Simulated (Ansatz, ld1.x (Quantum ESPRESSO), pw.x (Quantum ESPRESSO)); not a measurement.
**pw.x on bcc Rb: one setting changed**

Potential: PAW, ld1.x (Quantum ESPRESSO) 7.5, PBEsol; core [Ar] 3d10, reference 4s2 4p6 5s1 5p0; waves: 4s (bound): rcut 1.90, rcutus 2.10 bohr; 5s (bound): rcut 1.90, rcutus 2.10 bohr; 4p (bound): rcut 2.65, rcutus 3.35 bohr; 5p (bound, empty): rcut 2.65, rcutus 3.35 bohr; 4d channel at 0.2 Ry: rcut 2.45, rcutus 3.20 bohr; 4d channel at 1.05 Ry: rcut 2.45, rcutus 3.20 bohr; 4f channel at 0.25 Ry: rcut 2.50, rcutus 2.80 bohr; local part: all-electron potential smoothed inside 3.30 bohr (lloc = -1); core correction: Bessel-smoothed model core inside 0.86 bohr; augmentation: PSQ, inside the norm-conserving radii.

The reference run (k-mesh 8³, cutoffs 40/320 Ry, Fermi–Dirac 0.01 Ry, mixing_beta 0.4, conv_thr 1e-9, no spin) gives -0.01 GPa at 86.891 Å³/atom, where all-electron LAPW gives -0.00 GPa. This run, with its own iteration cap, changes nosym to true.

```
&control
  calculation='scf', prefix='x', pseudo_dir='./', outdir='./tmp', tstress=.true., disk_io='none'
/
&system
  ibrav=0, nat=1, ntyp=1, ecutwfc=40, ecutrho=320, nbnd=12,
  occupations='smearing', smearing='fd', degauss=0.01, nosym=.true.
/
&electrons
  conv_thr=1e-09, mixing_beta=0.4, electron_maxstep=70
/
ATOMIC_SPECIES
Rb 1.0 Rb.UPF
CELL_PARAMETERS angstrom
  -2.79021885 2.79021885 2.79021885
  2.79021885 -2.79021885 2.79021885
  2.79021885 2.79021885 -2.79021885
ATOMIC_POSITIONS crystal
Rb 0.0000 0.0000 0.0000
K_POINTS automatic
8 8 8 0 0 0
```

```bash
pw.x < Rb.scf.in > Rb.scf.out
```

Task: How does the run end?

Result: It converges in 10 iterations; the free energy moves by +0.0 meV/atom and the pressure by +0.00 GPa. The result is that of the reference run.

```
lattice parameter (alat)  =       9.1327  a.u.
     unit-cell volume          =     586.3695 (a.u.)^3
     number of electrons       =         9.00
     number of Kohn-Sham states=           12
     kinetic-energy cutoff     =      40.0000  Ry
     charge density cutoff     =     320.0000  Ry
     scf convergence threshold =      1.0E-09
     Exchange-correlation= SLA  PW   PSX  PSC
     number of k points=   260  Fermi-Dirac smearing, width (Ry)=  0.0100
     iteration #  1     ecut=    40.00 Ry     beta= 0.40
     total energy              =    -236.16132689 Ry
     estimated scf accuracy    <       0.00354514 Ry
     iteration #  2     ecut=    40.00 Ry     beta= 0.40
     total energy              =    -236.16111793 Ry
     estimated scf accuracy    <       0.00084637 Ry
     iteration #  3     ecut=    40.00 Ry     beta= 0.40
     total energy              =    -236.16127083 Ry
     estimated scf accuracy    <       0.00004746 Ry
     [... 4 iterations left out ...]
     iteration #  8     ecut=    40.00 Ry     beta= 0.40
     total energy              =    -236.16127772 Ry
     estimated scf accuracy    <       0.00000002 Ry
     iteration #  9     ecut=    40.00 Ry     beta= 0.40
     total energy              =    -236.16127773 Ry
     estimated scf accuracy    <          4.5E-09 Ry
     iteration # 10     ecut=    40.00 Ry     beta= 0.40
     the Fermi energy is     2.0328 ev
!    total energy              =    -236.16127773 Ry
     estimated scf accuracy    <          1.8E-11 Ry
     smearing contrib. (-TS)   =      -0.00418259 Ry
     convergence has been achieved in  10 iterations
          total   stress  (Ry/bohr**3)                   (kbar)     P=       -0.06
     Message from routine punch:
     Nothing written, as per user request (disk_io='none')
```

The run took about 3.7 min on one core of a shared server CPU.
